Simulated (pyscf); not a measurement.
Single points on ωB97X-D3(BJ)/def2-SVP structures (PySCF, gas phase).

### Question
PBE/def2-TZVP puts the barrier of •HN–GaH₂ + CH₄ → H₂N–GaH₂ + CH₃• (hydrogen abstraction; doublet surface; C–H broken, H–N formed) at 0.20 eV and the reaction energy at -0.28 eV, from the separated reactants. What do B3LYP-D3(BJ)/def2-TZVP, PBE0-D3(BJ)/def2-TZVP, ωB97M-D3(BJ)/def2-TZVP give on the same structures?

### Answer
B3LYP-D3(BJ): ΔE‡ = 0.37 eV, ΔE = -0.28 eV; PBE0-D3(BJ): ΔE‡ = 0.34 eV, ΔE = -0.32 eV; ωB97M-D3(BJ): ΔE‡ = 0.49 eV, ΔE = -0.33 eV. PBE's barrier lies under all of them, by 0.13 to 0.29 eV. Its reaction energy matches one of them and lies within 0.04 eV of the others. Low barriers are usual for a GGA, whose delocalisation error favours stretched bonds. •HN–GaH₂ lies 1.48 eV over its isomer [H₂N–GaH]•, and others may lie lower still (electronic energy, ωB97M-D3(BJ)). This is the saddle that the search found; another between the same sides may lie lower. The angle at the transferred H is 170°. Elements up to Kr have no core potential and no relativistic terms here.
